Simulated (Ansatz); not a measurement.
Consider the formal loss of a carbene: `CC(F)C(F)F` → `FCC(F)F` + `[CH2]` (triplet).

Program: Ansatz. Geometries: PBE0-D4/def2-TZVP. ΔE: electronic, gas phase. CCSD(T)/CBS is the MP2 limit (def2-TZVPP, def2-QZVPP) plus CCSD(T) − MP2 in def2-TZVPP, frozen cores. This one scheme is used for every species. Functionals use def2-TZVPP. HSE06 is defined as in plane-wave codes. Triplets are unrestricted, without spin–orbit coupling. One conformer a species, not always the lowest.

`CC(F)C(F)F`:

Z-matrix (Å, degrees):
```
C
C 1 1.504
H 1 1.090 2 109.7
H 1 1.091 2 110.0 3 119.5
H 1 1.090 2 110.5 3 -120.3
F 2 1.384 1 110.1 3 60.8
C 2 1.517 1 113.7 3 -179.4
H 2 1.096 1 111.4 3 -58.2
F 7 1.357 2 108.9 1 68.2
F 7 1.352 2 111.1 1 -50.3
H 7 1.094 2 112.1 1 -171.3
```

`FCC(F)F`:

Cartesian coordinates in Å:
```
F -1.070 1.418 0.001
C -0.030 0.637 -0.436
C 0.008 -0.638 0.370
F 0.362 -0.377 1.648
F 0.951 -1.451 -0.166
H 0.911 1.179 -0.306
H -0.181 0.396 -1.492
H -0.952 -1.165 0.382
```

`[CH2]` (triplet):

Cartesian coordinates in Å:
```
C 0.201 0.167 -0.089
H 0.565 -0.815 0.168
H -0.765 0.648 -0.078
```

```csv
level,ΔE (kcal/mol)
LDA (SPW92),127.5
r2SCANh-D4,103.7
HSE06-D4,108.2
ωB97X-V,111.8
ωB97M-V,110.0
PBE-QIDH,108.1
HSE06,107.0
LC-ωPBE,106.3
```

What does CCSD(T)/CBS give? (An estimate is asked.)

The calculation gave: +109.2 kcal/mol. The listed levels differ from it by 18.3, -5.5, -1.0, 2.6, 0.8, -1.1, -2.2, -2.9 kcal/mol.

Largest T1 diagnostic among the species: 0.011.

From PBE to PBE0 (25 % exact exchange), in def2-TZVPP and without D4, ΔE moves by −1.7 kcal/mol. In def2-TZVPP, CCSD(T) changes the Hartree–Fock value by +33.2 kcal/mol (the triples alone add +2.8 kcal/mol) and MP2 by +36.1 kcal/mol.
